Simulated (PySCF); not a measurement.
Gas-phase reaction: 3 (CH₃)₂SiCl₂ + (CH₃)₂Si ⇌ 2 CH₃SiCl₃ + 2 (CH₃)₃Si

Method: PySCF energies (xtb for GFN2) plus ideal-gas RRHO corrections (1 bar). † marks an energy on the PBE0/def2-TZVP geometry and frequencies; other levels use their own. CCSD(T) freezes the core. Open shells (unrestricted): (CH₃)₃Si (multiplicity 2); the rest are closed-shell singlets. GFN2 has no spin-polarisation term. No R ln 2 is added for the mirror-image form of (CH₃)₂Si. (CH₃)₂Si, (CH₃)₃Si: computed as isolated molecules; such fragments, hydroxides, amides, oligomers or adducts are transient or little studied in the gas. CCSD(T) isn't extrapolated to the basis-set limit. The harmonic model lacks anharmonicity and excited electronic states, which grow with temperature; levels with a mode under 35 cm⁻¹ are left out. Internal rotation in (CH₃)₂SiCl₂, (CH₃)₂Si, CH₃SiCl₃, (CH₃)₃Si is treated as a harmonic vibration of one conformer, which makes the entropy rough.

| level | ΔE electronic, kJ | ΔH°(298 K), kJ | ΔS°(298 K), J/K | ΔG°(1600 K), kJ |
|---|---|---|---|---|
| CCSD(T)/def2-SVP† | 155 | 156 | -1 | 160 |
| GFN2-xTB | 210 | 211 | -12 | 231 |
| HF/def2-TZVP† | 96 | 97 | -1 | 101 |
| M06-2X/def2-TZVP† | 153 | 155 | -1 | 159 |
| r2SCAN/def2-TZVP† | 117 | 119 | -1 | 123 |
ΔH° is lowest at HF/def2-TZVP† and highest at GFN2-xTB. No reference value is set beside these.
